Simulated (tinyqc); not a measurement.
Inside a calculation. Method: UHF in the sto-3g basis, for OH-, spin multiplicity 1. The basis has no diffuse functions, so it cannot describe the extra electron: this is an exercise in the method, not the real anion. One step of it, computed by the program tinyqc.

Task: Orthogonalisation. S = U s U^T; symmetric (Loewdin) form X = U s^(-1/2) U^T, so that X^T S X = 1.

overlap S, order 1O 1s, 1O 2s, 1O 2px, 1O 2py, 1O 2pz, 2H 1s:
$$\begin{pmatrix}
1.000000 & 0.236704 & 0.000000 & 0.000000 & 0.000000 & 0.019710 \\
0.236704 & 1.000000 & 0.000000 & 0.000000 & 0.000000 & 0.242097 \\
0.000000 & 0.000000 & 1.000000 & 0.000000 & 0.000000 & 0.000000 \\
0.000000 & 0.000000 & 0.000000 & 1.000000 & 0.000000 & 0.000000 \\
0.000000 & 0.000000 & 0.000000 & 0.000000 & 1.000000 & 0.233842 \\
0.019710 & 0.242097 & 0.000000 & 0.000000 & 0.233842 & 1.000000
\end{pmatrix}$$

Give: eigenvalues of S; X.

Result:

eigenvalues of S: [0.6229, 0.8474, 1.0000, 1.0000, 1.1349, 1.3947]

X, order 1O 1s, 1O 2s, 1O 2px, 1O 2py, 1O 2pz, 2H 1s:
$$\begin{pmatrix}
1.0223 & -0.1257 & 0.0000 & 0.0000 & -0.0029 & 0.0135 \\
-0.1257 & 1.0472 & 0.0000 & 0.0000 & 0.0238 & -0.1335 \\
0.0000 & 0.0000 & 1.0000 & 0.0000 & 0.0000 & 0.0000 \\
0.0000 & 0.0000 & 0.0000 & 1.0000 & 0.0000 & 0.0000 \\
-0.0029 & 0.0238 & 0.0000 & 0.0000 & 1.0224 & -0.1261 \\
0.0135 & -0.1335 & 0.0000 & 0.0000 & -0.1261 & 1.0468
\end{pmatrix}$$
